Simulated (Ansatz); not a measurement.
## Hg (model structure, started from the hcp type, P6₃/mmc, No. 194, 2 atoms in the cell)

These are PBEsol (Ansatz, an electronic-structure program, plane waves, PAW) values and carry that method's errors.

Run with plane-wave cutoff 500 eV, 30×30×14 k mesh (along the axes of the cell as run), Fermi–Dirac smearing 0.1 eV, scalar-relativistic PAW data made under PBE.

Cell (relaxed at this level):

```cif
data_Hg2
_chemical_formula_sum 'Hg2'
_space_group_name_H-M_alt 'P 1'
_space_group_IT_number 1
_cell_length_a 3.46549
_cell_length_b 3.46549
_cell_length_c 4.60822
_cell_angle_alpha 90.000
_cell_angle_beta 90.000
_cell_angle_gamma 120.000
loop_
_space_group_symop_operation_xyz
  'x, y, z'
loop_
_atom_site_label
_atom_site_type_symbol
_atom_site_fract_x
_atom_site_fract_y
_atom_site_fract_z
_atom_site_occupancy
Hg1 Hg 0.33333 0.66667 0.25000 1
Hg2 Hg 0.66667 0.33333 0.75000 1
```

```yaml
band_gap: zero (no gap)
```

Note: the relaxation could raise the start's symmetry but not lower it, so the cell can be a saddle point.

Spin–orbit coupling is not included; it can shift volumes and moduli of such heavy elements.

A model structure was made by putting elements into a prototype or built by hand; it is no filed structure, need not be a known phase, and can be a saddle point held by its symmetry.
